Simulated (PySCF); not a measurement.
# C2H3Cl: hydrogen chloride and acetylene

The system is a cluster of hydrogen chloride and acetylene, neutral, singlet.

```csv
part,name,SMILES,atoms,charge,multiplicity
1,hydrogen chloride,Cl,1–2,0,1
2,acetylene,C#C,3–6,0,1
```

```xyz
6

Cl    0.2978    0.1858   -0.4575
H    -0.8709   -0.3563   -0.3700
C    -2.8538   -1.4112    0.3490
C    -3.0278   -1.2051   -0.8187
H    -2.7053   -1.5967    1.3878
H    -3.1851   -1.0228   -1.8568
```
Atoms count from 1 in this order.

In these coordinates H2···C3 is 2.358 Å. Part 2 is then moved rigidly along that line, all else held; at short range other atoms may come into contact.

The starting structure comes from a short search with a few starts; no frequency run checks that it is a minimum, and another way of binding may lie lower.

Computed with PySCF: CCSD(T)/aug-cc-pVDZ and MP2/aug-cc-pVTZ, aug-cc-pVQZ counterpoise interaction energy, frozen core, gas phase. Geometry: PBE0-D3(BJ)/def2-TZVPD.

Counterpoise energies in kcal/mol, cluster less the parts frozen as they stand in it; small is aug-cc-pVDZ, large aug-cc-pVQZ. Estimated limit: HF in aug-cc-pVQZ, MP2 correlation extrapolated as X⁻³ from aug-cc-pVTZ and aug-cc-pVQZ, and CCSD(T) less MP2 in aug-cc-pVDZ; it isn't the exact limit.

```
H2···C3 (Å)  HF large  MP2 large  SCS-MP2 large  CCSD(T) small  CCSD(T) limit est.
      2.122      1.41      -2.70          -1.59          -0.68               -2.07
      2.240         ?          ?              ?              ?                   ?
      2.358     -0.60      -3.34          -2.58          -2.01               -2.93
      2.476     -1.07      -3.30          -2.66          -2.23               -2.97
      2.594         ?          ?              ?              ?                   ?
      2.948     -1.41      -2.37          -2.07          -1.97               -2.22
      3.537     -0.95      -1.29          -1.16          -1.16               -1.22
      4.716     -0.34      -0.40          -0.37          -0.37               -0.38
```

Question: Fill in the withheld rows.

Answer: 
```csv
H2···C3 (Å),HF large,MP2 large,SCS-MP2 large,CCSD(T) small,CCSD(T) limit est.
2.240,0.18,-3.18,-2.26,-1.53,-2.68
2.594,-1.32,-3.13,-2.60,-2.29,-2.86
```

The 8 runs took 11 min in all, one thread each of Arm Neoverse V2 on a shared host, launched as `OMP_NUM_THREADS=1 python cluster_run.py task.json out`.
